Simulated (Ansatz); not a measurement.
Born–Oppenheimer molecular dynamics of C$_{2}$H$_{4}$N (7 atoms, charge 0, multiplicity 2). It starts at the highest image of a converged band, a first-order saddle point between two minima.

These are results of UKS PBE/def2-SVP (Ansatz), not measurements.

```json
{"ensemble": "NVE (velocity Verlet)", "time step": "0.5 fs", "steps asked": "200", "starting velocities drawn for": "100 K", "seed": "9978"}
```

Frames 5 fs apart, positions in Å, forces in eV/Å.

Velocities at 0.0 fs (Å/ps):

```
C -1.28 0.63 -1.79
C -1.22 0.93 0.03
N 3.52 -0.56 1.93
H 0.34 -5.05 -3.76
H -7.17 9.19 -8.42
H -15.79 -1.35 13.22
H 3.49 -13.68 -6.86
```

```xyz
7
Properties=species:S:1:pos:R:3:forces:R:3 time_fs=0.0 energy_less_start_eV=0.000 T=100
C -0.632 0.344 -0.313 0.00 -0.02 0.01
C 0.492 -0.398 0.344 0.00 0.01 -0.01
N 1.757 -0.319 0.376 0.01 0.01 -0.01
H -1.325 0.746 0.453 0.00 0.00 -0.01
H -0.223 1.182 -0.920 0.00 0.00 0.00
H -1.212 -0.338 -0.966 0.00 0.01 0.00
H 1.143 -1.218 1.026 -0.01 -0.02 0.01
7
Properties=species:S:1:pos:R:3:forces:R:3 time_fs=5.0 energy_less_start_eV=0.025 T=61
C -0.637 0.348 -0.323 -0.14 -0.05 0.24
C 0.490 -0.393 0.344 0.69 0.12 -0.22
N 1.771 -0.322 0.386 -1.14 -0.32 0.14
H -1.330 0.735 0.452 0.10 0.16 0.11
H -0.268 1.199 -0.947 -0.01 -0.22 0.04
H -1.279 -0.344 -0.908 0.27 0.01 -0.17
H 1.164 -1.266 0.979 0.24 0.30 -0.14
7
Properties=species:S:1:pos:R:3:forces:R:3 time_fs=10.0 energy_less_start_eV=-0.076 T=218
C -0.645 0.351 -0.327 0.00 -0.10 0.67
C 0.497 -0.385 0.338 -1.08 0.86 -0.90
N 1.767 -0.332 0.399 -0.87 -0.73 0.34
H -1.311 0.756 0.469 0.15 0.05 -0.06
H -0.311 1.182 -0.974 0.15 0.13 -0.18
H -1.290 -0.351 -0.889 0.16 -0.09 -0.15
H 1.262 -1.262 0.912 1.49 -0.12 0.28
7
Properties=species:S:1:pos:R:3:forces:R:3 time_fs=15.0 energy_less_start_eV=-1.122 T=1833
C -0.651 0.352 -0.321 0.80 0.50 -0.30
C 0.485 -0.360 0.316 -0.98 0.29 -0.56
N 1.746 -0.353 0.417 -1.19 -0.67 0.12
H -1.269 0.792 0.481 -0.23 0.03 0.01
H -0.330 1.176 -1.025 -0.09 -0.21 0.24
H -1.264 -0.373 -0.899 -0.01 0.06 0.14
H 1.711 -1.279 0.908 1.69 0.00 0.36
7
Properties=species:S:1:pos:R:3:forces:R:3 time_fs=20.0 energy_less_start_eV=-0.920 T=1522
C -0.645 0.363 -0.319 -0.15 0.47 -0.22
C 0.461 -0.335 0.286 2.58 -2.27 1.64
N 1.710 -0.390 0.439 0.61 -0.36 -0.10
H -1.266 0.829 0.484 -0.04 -0.20 -0.25
H -0.357 1.148 -1.045 0.13 0.43 -0.21
H -1.242 -0.385 -0.882 -0.26 0.09 0.15
H 2.438 -1.191 0.922 -2.87 1.83 -1.01
7
Properties=species:S:1:pos:R:3:forces:R:3 time_fs=25.0 energy_less_start_eV=-0.792 T=1317
C -0.638 0.384 -0.324 0.53 0.47 -1.11
C 0.474 -0.350 0.285 -0.43 -1.76 1.60
N 1.685 -0.431 0.459 0.06 1.91 -1.43
H -1.280 0.834 0.449 -0.02 0.07 0.28
H -0.369 1.188 -1.087 -0.08 -0.17 0.26
H -1.270 -0.375 -0.833 -0.05 0.11 -0.06
H 2.590 -0.742 0.742 -0.01 -0.65 0.45
7
Properties=species:S:1:pos:R:3:forces:R:3 time_fs=30.0 energy_less_start_eV=-0.552 T=955
C -0.624 0.412 -0.346 -0.29 -0.40 0.49
C 0.479 -0.399 0.314 -3.74 0.24 -0.45
N 1.661 -0.448 0.459 6.38 -0.15 1.26
H -1.283 0.843 0.453 0.44 0.00 -0.09
H -0.385 1.209 -1.086 0.27 0.08 -0.07
H -1.311 -0.337 -0.799 0.15 0.12 -0.26
H 2.749 -0.328 0.618 -3.21 0.11 -0.88
7
Properties=species:S:1:pos:R:3:forces:R:3 time_fs=35.0 energy_less_start_eV=-1.016 T=1669
C -0.612 0.433 -0.361 0.07 -0.90 0.67
C 0.436 -0.446 0.338 2.79 1.05 -0.77
N 1.694 -0.462 0.469 -2.82 -0.79 0.51
H -1.210 0.866 0.457 -0.14 0.32 0.20
H -0.341 1.236 -1.087 0.43 -0.19 0.15
H -1.328 -0.273 -0.825 -0.04 0.04 -0.29
H 2.580 0.051 0.402 -0.30 0.47 -0.48
7
Properties=species:S:1:pos:R:3:forces:R:3 time_fs=40.0 energy_less_start_eV=-1.074 T=1759
C -0.601 0.436 -0.361 0.19 -0.71 1.11
C 0.432 -0.471 0.345 2.24 0.92 -0.91
N 1.703 -0.485 0.489 -1.93 2.42 -1.10
H -1.147 0.944 0.478 -0.01 -0.08 -0.43
H -0.201 1.223 -1.056 0.24 -0.35 0.27
H -1.342 -0.192 -0.909 0.14 0.16 0.13
H 2.172 0.492 0.061 -0.88 -2.35 0.92
7
Properties=species:S:1:pos:R:3:forces:R:3 time_fs=45.0 energy_less_start_eV=-0.608 T=1040
C -0.584 0.425 -0.341 1.26 -0.47 0.48
C 0.465 -0.481 0.336 -4.06 -0.84 -0.16
N 1.676 -0.478 0.495 1.23 3.18 -1.71
H -1.098 1.018 0.432 -0.21 0.00 0.17
H -0.002 1.141 -0.973 -0.10 0.10 -0.13
H -1.331 -0.087 -0.973 0.07 -0.23 0.11
H 1.705 0.544 -0.117 1.80 -1.74 1.23
7
Properties=species:S:1:pos:R:3:forces:R:3 time_fs=50.0 energy_less_start_eV=-0.529 T=918
C -0.544 0.407 -0.312 0.53 0.87 -0.68
C 0.429 -0.508 0.326 -2.30 -1.81 1.45
N 1.663 -0.428 0.478 -0.22 -1.98 1.13
H -1.081 1.078 0.403 0.16 -0.37 0.04
H 0.159 1.071 -0.910 -0.77 0.14 -0.11
H -1.296 -0.027 -1.005 0.18 -0.22 0.18
H 1.628 0.344 -0.119 2.42 3.38 -2.03
7
Properties=species:S:1:pos:R:3:forces:R:3 time_fs=55.0 energy_less_start_eV=-0.599 T=1027
C -0.497 0.404 -0.295 -1.60 0.55 -1.08
C 0.359 -0.564 0.340 5.59 1.01 0.95
N 1.646 -0.387 0.461 -2.67 0.66 -1.99
H -1.045 1.067 0.398 -0.13 -0.12 0.29
H 0.176 1.044 -0.882 0.06 0.45 -0.34
H -1.233 -0.020 -1.001 -0.27 -0.14 0.01
H 2.026 0.503 -0.273 -0.98 -2.41 2.16
```

Of the whole run (100 fs, mean temperature of the second half 1316 K): The conserved energy stayed within 0.82 meV per atom of its start (net change -0.3 meV per atom), so the integration is sound. The system heated up, since it started high on the potential surface and ran downhill. A run of 0.1 ps of so small a system gives no equilibrium averages.

Time of the run: 11 min on 1 thread of Intel(R) Xeon(R) Processor @ 2.50GHz (Skylake/Cascade Lake), with other jobs on the host, peak memory 0.12 GiB.
